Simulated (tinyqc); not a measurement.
Harmonic frequencies on the unrestricted LDA (VWN5)/sto-3g surface (energies and gradients from PySCF), for LiH, spin multiplicity 3, step by step. Computed by tinyqc, a small Python program that keeps every step (integrals from PySCF). Settings: charge = 0, multiplicity = 3, basis = sto-3g, functional = lda,vwn, delta = 0.005. Command: `OMP_NUM_THREADS=1 python tinyqc.py 20084 20085 out.jsonl` (the two numbers bound the seeds that draw the settings). One thread of a shared host (Intel(R) Xeon(R) Processor @ 2.60GHz), about 5 s of CPU time with the checks.

## One row of the Hessian: 1Liz

optimised positions (bohr), order 1Li, 2H:
$$\begin{pmatrix}
0.00000 & 0.00000 & -0.33237 \\
0.00000 & 0.00000 & 3.76793
\end{pmatrix}$$

gradient at +delta (hartree/bohr), order 1Li, 2H:
$$\begin{pmatrix}
0.0000000 & 0.0000000 & 0.0000657 \\
0.0000000 & 0.0000000 & -0.0000636
\end{pmatrix}$$

gradient at -delta (hartree/bohr), order 1Li, 2H:
$$\begin{pmatrix}
0.0000000 & 0.0000000 & -0.0000074 \\
0.0000000 & 0.0000000 & 0.0000096
\end{pmatrix}$$

Displace 1Liz by +/-0.005 bohr; H(k, :) = (g(+) - g(-)) / (2 delta).

row of the Hessian (hartree/bohr^2): 1Lix 0.0000000, 1Liy 0.0000000, 1Liz 0.0073073, 2Hx 0.0000000, 2Hy 0.0000000, 2Hz -0.0073166

## Hessian by finite differences

All rows are made in the same way, and the matrix is symmetrised.

Hessian (symmetrised) (hartree/bohr^2), order 1Lix, 1Liy, 1Liz, 2Hx, 2Hy, 2Hz:
$$\begin{pmatrix}
-0.0000070 & 0.0000000 & 0.0000000 & -0.0000111 & 0.0000000 & 0.0000000 \\
0.0000000 & -0.0000070 & 0.0000000 & 0.0000000 & -0.0000111 & 0.0000000 \\
0.0000000 & 0.0000000 & 0.0073073 & 0.0000000 & 0.0000000 & -0.0073120 \\
-0.0000111 & 0.0000000 & 0.0000000 & 0.0000293 & 0.0000000 & 0.0000000 \\
0.0000000 & -0.0000111 & 0.0000000 & 0.0000000 & 0.0000293 & 0.0000000 \\
0.0000000 & 0.0000000 & -0.0073120 & 0.0000000 & 0.0000000 & 0.0073166
\end{pmatrix}$$

## Normal modes

masses (u): 1Li 7.01600, 2H 1.00782

Diagonalise H_ij / sqrt(m_i m_j); the 5 smallest eigenvalues belong to translations and rotations; wavenumber = sqrt(eigenvalue / 1822.888) x 219474.63; each mode has its largest component positive (the first on a tie); zero-point energy = sum of wavenumbers / 2, with 349.755 1/cm per kcal/mol.

eigenvalues of the mass-weighted Hessian (hartree/(bohr^2 u)): [0.00000, 0.00000, 0.00000, 0.00003, 0.00003, 0.00830]

harmonic wavenumbers of the vibrations (1/cm): [468.4]

mass-weighted modes, order 1Lix, 1Liy, 1Liz, 2Hx, 2Hy, 2Hz:
$$\begin{pmatrix}
0.00000 \\
0.00000 \\
-0.35421 \\
0.00000 \\
0.00000 \\
0.93517
\end{pmatrix}$$

zero-point energy = 0.66955 kcal/mol
